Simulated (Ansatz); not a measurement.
**C₂H₅N (SMILES C=CN): single points off equilibrium**

One table from this session's results is given with a row withheld; the runs are named, their logs left out.

Computed with Ansatz 0.2.0, Gaussian basis. Level: single points in def2-TZVPP.

Correlated methods freeze the cores.

## Where the work starts

SMILES `C=CN`, 8 atoms, charge 0, spin multiplicity 1.

Atoms are counted from 1 here; the program's logs count them from 0.

Bond lengths: C1–C2 1.322 Å, C1–H4 1.079 Å, C1–H5 1.073 Å, C2–N3 1.388 Å, C2–H6 1.101 Å, N3–H7 1.010 Å, N3–H8 1.019 Å. Angles: C2–C1–H4 121.8°, C2–C1–H5 120.3°, H4–C1–H5 117.9°, C1–C2–N3 126.2°, C1–C2–H6 120.5°, N3–C2–H6 113.2°, C2–N3–H7 113.9°, C2–N3–H8 117.2°, H7–N3–H8 112.4°.

Coordinates:

```xyz
8

C    -0.93160    0.42760   -0.56250
C     0.17260    0.38740    0.16350
N     0.78990   -0.75510    0.65330
H    -1.41600   -0.47180   -0.90950
H    -1.37770    1.36910   -0.81860
H     0.66280    1.31860    0.48840
H     0.47990   -1.60890    0.21100
H     1.80160   -0.72420    0.77030
```

Set-up of the first run:

run/in.yaml reads:

```yaml
crystal:
  periodic: [false, false, false]
  atoms:
    - {symbol: C, position_ang: [-0.931600, 0.427600, -0.562500]}
    - {symbol: C, position_ang: [0.172600, 0.387400, 0.163500]}
    - {symbol: N, position_ang: [0.789900, -0.755100, 0.653300]}
    - {symbol: H, position_ang: [-1.416000, -0.471800, -0.909500]}
    - {symbol: H, position_ang: [-1.377700, 1.369100, -0.818600]}
    - {symbol: H, position_ang: [0.662800, 1.318600, 0.488400]}
    - {symbol: H, position_ang: [0.479900, -1.608900, 0.211000]}
    - {symbol: H, position_ang: [1.801600, -0.724200, 0.770300]}
basis:
  gaussian: {orbitals: def2-TZVPP}
correlation: {method: ccsd_t}
output: {forces: true}
```

No record of the launch command was kept for these runs.

Steps of the session up to this table: CCSD(T)/def2-TZVPP; PBE0-D4/def2-TZVPP; wB97M-V/def2-TZVPP; r2SCAN-D4/def2-TZVPP; PBE-D4/def2-TZVPP; BLYP-D4/def2-TZVPP; r2SCAN0-D4/def2-TZVPP.

One table of the session follows, with a row left open; its other results are not shown here.

```
    method  RMS force component (eV/Å)  angle to CCSD(T) forces (°)  dipole (D)
   CCSD(T)                       0.452                    reference        1.45
   PBE0-D4                       0.308                         25.7        1.57
   wB97M-V                       0.307                         20.5        1.54
 r2SCAN-D4                           ?                            ?           ?
    PBE-D4                       0.368                         28.2        1.61
   BLYP-D4                       0.384                         19.6        1.59
r2SCAN0-D4                       0.329                         32.5        1.58
```

Q: Estimate the row for r2SCAN-D4 from the others.

As computed: RMS force component (eV/Å): 0.334; angle to CCSD(T) forces (°): 16.7; dipole (D): 1.62. In the column «RMS force component (eV/Å)» it lies between r2SCAN0-D4 (0.329) and PBE-D4 (0.368).
